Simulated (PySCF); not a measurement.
**Chlorine: highly charged ions in a basis for the neutral atom**

Cl¹¹⁺ [He] 2s2 2p2, Cl¹²⁺ [He] 2s2 2p1. All numbers are calculated (PySCF 2.14, the spin-free X2C one-electron Hamiltonian (Gaussian nucleus), in cc-pVDZ-DK). No spin-orbit coupling, so a gap to NIST mixes the basis error with missing relativistic terms.

Changed run: basis of the neutral atom used for a highly charged ion. This setting is unsound on purpose.

```json
{"species": "Cl¹¹⁺", "method": "UHF", "sound run (hartree)": "not run", "changed run (hartree)": "-381.78473", "converged": "yes"}
{"species": "Cl¹¹⁺", "method": "B3LYP", "sound run (hartree)": "not run", "changed run (hartree)": "-381.93754", "converged": "yes"}
{"species": "Cl¹¹⁺", "method": "M06-L", "sound run (hartree)": "not run", "changed run (hartree)": "-382.01019", "converged": "yes"}
{"species": "Cl¹²⁺", "method": "UHF", "sound run (hartree)": "not run", "changed run (hartree)": "-359.97857", "converged": "yes"}
{"species": "Cl¹²⁺", "method": "B3LYP", "sound run (hartree)": "not run", "changed run (hartree)": "-360.09519", "converged": "yes"}
{"species": "Cl¹²⁺", "method": "M06-L", "sound run (hartree)": "not run", "changed run (hartree)": "-360.16223", "converged": "yes"}
```

Ionisation energy of Cl¹¹⁺:

| method | changed run (eV) | NIST (eV) |
| --- | --- | --- |
| UHF | 593.38 | 591.58 ± 0.19 |
| B3LYP | 594.36 | 591.58 ± 0.19 |
| M06-L | 594.51 | 591.58 ± 0.19 |

The contracted functions were made for the neutral atom and can be too rigid for a highly charged ion.
